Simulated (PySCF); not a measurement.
C2H5ClO2

C2H5ClO2 is a small molecule, neutral, singlet. The structure, one conformer, was relaxed in the gas phase by PBE0-D3(BJ)/def2-SVP. No frequency run checks that it is a minimum.

SMILES: CC(O)(O)Cl

```
atom   x (Å)   y (Å)   z (Å)
  C1  -0.241   0.083   0.110
  C2   1.094  -0.458  -0.322
  O3  -1.219  -0.796  -0.261
  O4  -0.407   1.352  -0.382
 Cl5  -0.275   0.218   1.973
  H6   1.894   0.206   0.023
  H7   1.102  -0.502  -1.421
  H8   1.237  -1.468   0.081
  H9  -2.073  -0.475   0.055
 H10  -1.075   1.810   0.143
```

Shieldings: GIAO PBE0/pcSseg-2. Shifts are against computed references at the same level: C TMS (σ 184.1 ppm), H TMS (σ 31.24 ppm). Core levels by delta-SCF with SCAN, pcX-2 on the ionised atom and pcseg-1 elsewhere, spin-free X2C (2p3/2 is the spin-free 2p value less a third of a first-order spin-orbit splitting); from the vacuum level, for chosen atoms.

(1) Give the NMR and core-level values of the distinct atoms.

(2) By CAM-B3LYP/def2-SVPD (TDDFT singlets, Tamm-Dancoff triplets, ionisation by delta-SCF), where does absorption start, and what does vertical ionisation take?

## Answers

(1) 
| atoms | bonded to | σ (ppm) | δ (ppm) | core level (eV) |
| --- | --- | --- | --- | --- |
| C1 | 1 C + 1 Cl + 2 O | 57.6 | 126.5 | 1s 295.56 |
| C2 | 1 C + 3 H | 152.7 | 31.4 | 1s 291.26 |
| O3 | 1 C + 1 H | 153.5 | - | 1s 539.77 |
| O4 | 1 C + 1 H | 158.0 | - | 1s 539.74 |
| Cl5 | 1 C | 524.0 | - | 2p3/2 205.62 |
| H6 H7 H8 | 1 C | 29.41 | 1.83 | - |
| H9 | 1 O | 28.69 | 2.56 | - |
| H10 | 1 O | 28.46 | 2.79 | - |

Values are those of this one static structure, with the three H of a rotating XH3 group averaged; atoms that internal rotation interchanges would show their mean in an NMR spectrum.

(2) The lowest singlet lies at 6.81 eV (f 0.001), the strongest of the first 6 at 8.35 eV (f 0.053), the lowest triplet at 6.23 eV; vertical ionisation takes 11.15 eV.
